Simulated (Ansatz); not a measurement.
Program: Ansatz 0.2.0.

A structure relaxed at PBE0-D4/def2-TZVP, charge 0, multiplicity 1:

```xyz
12

O     0.984   -0.092    1.436
C     0.021    0.721    0.835
S    -1.583    0.537    1.635
C    -0.085    0.449   -0.646
C     0.100   -0.893   -1.178
O     1.140    0.080   -1.267
H     1.713   -0.151    0.801
H     0.255    1.786    0.980
H    -1.797   -0.725    1.226
H    -0.689    1.160   -1.203
H     0.300   -1.713   -0.495
H    -0.359   -1.158   -2.126
```

Give its formula and SMILES.

C3H6O2S, `O[C@H](S)[C@@H]1CO1`.

Summarise the bond lengths by kind.

3 × C–O 1.396 to 1.427 Å; 1 × H–O 0.968 Å; 1 × C–S 1.802 Å; 2 × C–C 1.456 to 1.509 Å; 4 × C–H 1.086 to 1.100 Å; 1 × H–S 1.344 Å.
